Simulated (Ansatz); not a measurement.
# NH3 ··· CO

The pair of NH3 (SMILES N, atoms 1–4) and CO (SMILES [C-]#[O+], atoms 5–6), both closed shells, in one local arrangement (a lower one may exist), relaxed at PBE0-D4/def2-TZVP:

```
atom    x (Å)    y (Å)    z (Å)
  N1   0.0472   0.0749  -0.9144
  H2   0.4721   0.7463  -1.5420
  H3   0.4221  -0.8356  -1.1503
  H4  -0.9428   0.0510  -1.1256
  C5  -0.2990  -0.4376   2.1420
  O6   0.3004   0.4010   2.5905
```

Ansatz 0.2.0; basis: def2-TZVPPD, with def2-QZVPPD for the basis limit; cores frozen in the correlated methods. B3LYP uses VWN-RPA correlation. Extrapolation: Hartree–Fock as exp(−7.88 √X), correlation as X^−2.97. Interaction energies count from these two fragments, frozen as in the pair, with the counterpoise correction; negative means bound.

Task: What is the interaction energy by CCSD(T) at an estimated basis limit (MP2 extrapolated from triple and quadruple zeta, plus CCSD(T) − MP2 in triple zeta)? (An estimate is asked for; the value comes from the calculation.)

Result: The calculation gives: -0.82 kcal/mol. Hartree–Fock alone gives 0.06 kcal/mol at the basis limit, so without correlation the pair would not bind at this distance. It counts from the two fragments frozen as in the pair.

The same quantity by other methods in triple zeta, and each one's difference from that estimate:
```json
{"method": "PBE-D4", "E_int (kcal/mol)": "-1.33", "difference": "-0.51"}
{"method": "revPBE-D4", "E_int (kcal/mol)": "-0.97", "difference": "-0.15"}
{"method": "BLYP-D4", "E_int (kcal/mol)": "-0.93", "difference": "-0.11"}
{"method": "r2SCAN-D4", "E_int (kcal/mol)": "-1.03", "difference": "-0.21"}
{"method": "B97M-V", "E_int (kcal/mol)": "-1.20", "difference": "-0.38"}
{"method": "PBE0-D4", "E_int (kcal/mol)": "-1.16", "difference": "-0.34"}
{"method": "B3LYP-D4", "E_int (kcal/mol)": "-1.00", "difference": "-0.18"}
{"method": "HSE06-D4", "E_int (kcal/mol)": "-1.17", "difference": "-0.35"}
{"method": "wB97X-V", "E_int (kcal/mol)": "-0.96", "difference": "-0.14"}
{"method": "wB97M-V", "E_int (kcal/mol)": "-0.93", "difference": "-0.11"}
{"method": "B2PLYP", "E_int (kcal/mol)": "-0.40", "difference": "0.42"}
{"method": "HF", "E_int (kcal/mol)": "0.07", "difference": "0.89"}
{"method": "MP2", "E_int (kcal/mol)": "-0.56", "difference": "0.26"}
{"method": "CCSD", "E_int (kcal/mol)": "-0.50", "difference": "0.32"}
{"method": "CCSD(T)", "E_int (kcal/mol)": "-0.65", "difference": "0.17"}
```
Differences are method less estimate.

Task: Which atoms make the shortest contact between the fragments?

Result: N1 and C5, 3.12 Å apart.

Basis-set superposition shift (counterpoise-corrected less uncorrected): CCSD(T) 0.24; MP2 0.25; HF 0.05; PBE0-D4 0.09; wB97M-V 0.10 kcal/mol.

T1 diagnostic: at most 0.020.

For scale, one of the runs: CCSD(T)/def2-TZVPPD, 165 basis functions, launched by `ansatz run in.yaml --threads 2 --pin off --events-out ev --progress --plain --max-ram 5222MiB`. The run took 18 s on 2 CPU threads of an Arm Neoverse V2 (shared host), with 1.4 GiB of host memory at its peak.
